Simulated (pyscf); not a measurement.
H₂O + HO–B(OH)–F → HO–B(OH)–OH + HF, a four-centre exchange (singlet surface; H–O, B–F broken, B–O, F–H formed). Single points on ωB97X-D3(BJ)/def2-SVP structures (PySCF, gas phase). Correlated levels are frozen-core, on RHF or UHF. ΔMP2 is the change of the MP2 total energy from the triple- to the quadruple-zeta basis. Energies in eV from the separated reactants.

Small-basis levels: PySCF, no dispersion term, spherical d functions. AM1 to PM7: differences of heats of formation from MOPAC, which are fitted to 298 K values and so differ in kind from electronic energies by zero-point and thermal terms. GFN2-xTB: tblite. Cost: rough CPU time at the saddle relative to B3LYP/6-31G*, from one job on a shared machine.

```
level                             barrier  reaction energy        cost
--------------------------------  -------  ---------------  ----------
HF/6-31G*                            1.55            +0.36        0.09
MP2/6-31G*                           0.88            +0.32         0.1
SVWN5/6-31G*                         0.00            +0.39           1
PBE/6-31G*                           0.58            +0.43           2
B3LYP/STO-3G                        -0.23            +0.63         0.5
B3LYP/LANL2DZ                        0.60            -0.05         0.8
B3LYP/6-31G*                         0.87            +0.44           1
PBE/def2-SVP                         0.44            +0.24           2
B3LYP/def2-SVP                       0.74            +0.25           1
GFN2-xTB                             1.11            +0.35  under 0.02
PM3                                  1.71            +0.26  under 0.02
PM7                                  1.74            +0.61  under 0.02
CCSD(T)/def2-TZVPP + ΔMP2(QZVPP)     1.11            +0.16           –
```

Against the last row the barrier runs from -1.35 (B3LYP/STO-3G) to +0.63 eV (PM7); GFN2-xTB happens to lie closest here (0.00 eV apart). At SVWN5/6-31G*, B3LYP/STO-3G this geometry lies under one side, so the entry may be no barrier of that level: it is a single point on another level's saddle. CCSD(T)/def2-TZVPP + ΔMP2(QZVPP) has limits of its own. On the reactant side the descent ends in a complex, 0.19 eV under the separated species and 1.20 eV under the saddle at ωB97X-D3(BJ)/def2-TZVP. On the product side the descent ends in a bound adduct, 0.45 eV under the separated species and 1.29 eV under the saddle at ωB97X-D3(BJ)/def2-TZVP. The reactants may also form a dative adduct at HO–B(OH)–F; it and routes through it were not searched. At ωB97X-D3(BJ)/def2-TZVP the barrier from the zero used here is 1.01 eV. One saddle was located; it need not be the lowest between these sides. The CCSD(T) − MP2 part came from Ansatz, without density fitting, on the same reference.
